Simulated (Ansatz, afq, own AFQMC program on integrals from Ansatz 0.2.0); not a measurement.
AFQMC on a folder of integrals that Ansatz 0.2.0 wrote.

```yaml
crystal:
  periodic: [false, false, false]
  atoms:
    - {symbol: B, position_ang: [0.000000, 0.000000, 0.095674]}
    - {symbol: C, position_ang: [0.000000, 0.000000, -1.368483]}
    - {symbol: H, position_ang: [0.000000, 0.000000, 1.272810]}
basis:
  gaussian: {orbitals: cc-pVDZ}
magnetization: {spin_polarized: false, initial_magnetization: 2}
correlation: {method: ccsd_t, electrons: outside_noble_gas, hamiltonian_folder: ham}
```

```sh
$ ansatz run in.yaml --threads 1 --pin off --events-out ev --progress --plain --max-ram 1843MiB
```

afq runs on the folder ham with

```
--method phaseless --trial cisd --walkers 60 --populations 1 --least-time 40 --time-step 0.005 --steps-per-block 50 --equilibration-blocks 28 --max-blocks 300 --target-error 0.00034 --factor-cut 1e-05 --start spin_pure --seed 7581 --release-times 0.24,0.51,0.99,1.62,2.4 --release-step 0.03 --release-every 4 --taylor-order 6
```

Times are imaginary, in 1/Eh. The walk had a cap of 630 s.

Output of the walk:

```
orbitals 31  electrons 5 3  factors 227 of 308
reference energy -62.95404587 Eh
CCSD correlation -0.17886170 Eh in 10 cycles, weight of the determinant in the CISD state 0.9029
energy of the start -63.132907 Eh
 block  time / (1/Eh)  mean weight  energy / Eh
     1     0.250  0.9987  -63.131251
     2     0.500  0.9997  -63.132559
     3     0.750  0.9995  -63.132828
     4     1.000  1.0005  -63.133637
     5     1.250  1.0011  -63.133242
     7     1.750  1.0018  -63.136114
     9     2.250  1.0003  -63.138889
    13     3.250  0.9985  -63.134158
    25     6.250  0.9990  -63.148234
    37     9.250  0.9992  -63.136230
    49    12.250  1.0012  -63.137657
    61    15.250  0.9984  -63.136703
    73    18.250  0.9997  -63.135180
    85    21.250  0.9983  -63.137489
    97    24.250  1.0004  -63.138388
   109    27.250  0.9993  -63.142465
   121    30.250  0.9997  -63.140595
   127    31.750  1.0000  -63.132699
   133    33.250  1.0014  -63.138794
   145    36.250  1.0000  -63.136046
   157    39.250  1.0005  -63.139141
   169    42.250  1.0027  -63.139625
   181    45.250  1.0006  -63.138876
   193    48.250  1.0003  -63.139882
   205    51.250  1.0000  -63.141410
   217    54.250  0.9993  -63.137623
   229    57.250  0.9986  -63.134108
   241    60.250  1.0000  -63.140979
   247    61.750  1.0006  -63.137656
blocks merged  error / Eh  count
     1  0.000253  220
     2  0.000299  110
     4  0.000331  55
     8  0.000318  27
    16  0.000382  13
released: time / (1/Eh)  energy / Eh  error  mean overlap
  0.24  -63.138939  0.000443  1.0029
  0.51  -63.139494  0.000403  1.0125
  0.99  -63.140144  0.000416  1.0138
  1.62  -63.140095  0.000414  1.0124
  2.40  -63.139675  0.000444  1.0245
energy -63.138632 +/- 0.000331 Eh
(rows thinned)
```

The run passed its tests (sampling time, drift between the halves within three errors, error under three times the target), which doesn't prove that it has relaxed.

Against this walk (error 9.0 meV) on the same determinant: CCSD(T) 1.7 meV lower (within the noise), CCSDT(Q) 46.8 meV lower. The error is statistical and leaves out the bias of the constraint. Released to 2.40 1/Eh the energy moves by -28 ± 15 meV (both errors), within twice the noise. CCSDT(Q) is the surest value here, so the walk's 47 meV above it is most likely the bias of the constraint with this trial, which can have either sign.

Cautions: constraint bias not in the error.

The walk took 3.4 min on 1 thread of Arm Neoverse V1, with other jobs on the host. The log's last line is the phaseless energy.

CCSDT and higher add their correlation energy to the determinant of the CCSD(T) run, since their own runs factorise the integrals more tightly (a shift of under 2 meV). A walk keeps the symmetry of its determinant, which the program's search chose and which needn't be the lowest solution, so a lower state of the same spin and another symmetry isn't excluded.
